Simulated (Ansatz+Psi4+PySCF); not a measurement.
Results of a calculation; reference values are marked as such.
A run of PySCF 2.14.0 on doublet CN at this shape:

```xyz
2

C     0.0000    0.0000   -0.6110
N     0.0000    0.0000    1.6585
```

Its results:

| Quantity | Value |
| --- | --- |
| Converged | yes |
| Reference energy | -91.89512 hartree |
| Correlation energy | -0.23966 hartree |
| Total energy | -92.13478 hartree |
| Spin squared of the determinant | 0.970 |

Messages of the program:
```
WARN: beta  nocc = 6  HOMO -0.174613627685668 >= LUMO -0.174613627685667
WARN: HOMO -0.174613627685667 >= LUMO -0.174613627685667
WARN: beta  nocc = 6  HOMO -0.174613627685668 >= LUMO -0.174613627685667
WARN: HOMO -0.174613627685667 >= LUMO -0.174613627685667
```

(1) Which input gives this output? Name the method, the orbitals and the basis set, and write the input.

Answers

(1) UHF-MP2 in cc-pVTZ.

```python
from pyscf import gto, scf, mp

mol = gto.M(atom="""
C 0.000000 0.000000 -0.611050
N 0.000000 0.000000 1.658550
""", basis='cc-pvtz', charge=0, spin=1)
mf = scf.UHF(mol)
mf.kernel()
pt = mp.MP2(mf, frozen=2).run()
print(mf.e_tot, pt.e_corr, pt.e_tot)
```

This is not the lowest solution: another run reaches a determinant 5.23 eV lower. Caution: bonds are stretched, where a single reference can fail; the unrestricted determinant is spin contaminated.
